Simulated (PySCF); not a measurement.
# Vertical excitation energies

Species: P2.
Structure used (PBE0-D3(BJ)/def2-SVP), in Å, numbered top down from 1:
```xyz
2
P2 angstrom
P      0.9693   -0.0838    0.0082
P     -0.9196   -0.0039   -0.0304
```

Computed, not measured: PySCF 2.14.0, density-fitted response routines, TDDFT B3LYP/def2-SVPD, vertical, gas phase, core orbitals frozen in the response.

```tsv
state	E (eV)	ν̃ (cm⁻¹)	f	|μ| (D)	symmetry	main configurations (H = HOMO, L = LUMO)
S1	3.58	28910	0.0000	0.00	–	H-1/H→L/L+1 (≥84%)
S2	3.93	31670	0.0000	0.00	–	H-1/H→L/L+1 (≥78%)
S3	3.93	31670	0.0000	0.00	–	H-1/H→L/L+1 (≥78%)
S4	4.37	35270	0.0000	0.00	–	H-2→L/L+1 (98%)
S5	4.37	35270	0.0000	0.00	–	H-2→L/L+1 (98%)
S6	6.32	50990	0.234	3.12	Σu+	H-1/H→L/L+1 (≥69%), H-2→L+3 (12%)
S7	7.86	63410	0.136	2.14	Πu	H-1/H→L+2 (98%)
S8	7.86	63410	0.136	2.14	Πu	H-1/H→L+2 (98%)
S9	7.98	64350	0.0000	0.00	–	H-1/H→L+3 (≥97%)
S10	7.98	64350	0.0000	0.00	–	H-1/H→L+3 (≥97%)
```

Triplets, Tamm–Dancoff:

| state | E (eV) | λ (nm) | main configurations (H = HOMO, L = LUMO) |
| --- | --- | --- | --- |
| T1 | 2.65 | 467.3 | H-1/H→L/L+1 (≥84%) |
| T2 | 3.02 | 410.8 | H-1/H→L/L+1 (≥80%) |
| T3 | 3.02 | 410.8 | H-1/H→L/L+1 (≥80%) |

The lowest singlet lies at 3.58 eV (346 nm, ultraviolet) and is dark (f under 0.0005); its leading configuration is HOMO-1/HOMO→LUMO/LUMO+1 (≥84%). The most intense listed level is S7/S8 at 7.86 eV (158 nm, f = 0.273 summed), 4.28 eV above S1. S2/S3, S4/S5, S7/S8 and S9/S10 lie within about 0.01 eV of each other in each set; the point group D∞h has degenerate representations, and within a degenerate level the listed configurations can mix freely. Orbital energies (eV): HOMO-3 -12.55, HOMO-2 -8.04, HOMO-1 -7.74, HOMO -7.74, LUMO -2.60, LUMO+1 -2.60, LUMO+2 1.13. The oscillator strengths of these states sum to 0.507; summed over the whole spectrum of an exact calculation they would give the number of electrons, 30 (Thomas–Reiche–Kuhn). Weighted by f, the mean energy of these states is 7.15 eV. No computed singlet lies in the visible range (380 to 750 nm); the lowest, at 346 nm, stands 0.32 eV above its violet end (3.26 eV); a Tamm–Dancoff triplet lies at 467 nm, without intensity as long as spin–orbit coupling is left out. All these states lie below the vertical ionisation energy of 10.49 eV (ΔSCF). Symmetry labels in D∞h follow from the direction of the transition dipole and are given only for states with f of 0.002 or more. Orbitals of the list HOMO-3 to LUMO+2 that lie within 0.01 eV of each other are written together with a slash and their weights summed (≥ marks a lower bound); for degenerate orbitals outside that list single weights are arbitrary. Singlets were solved by full linear response, triplets in the Tamm–Dancoff approximation.
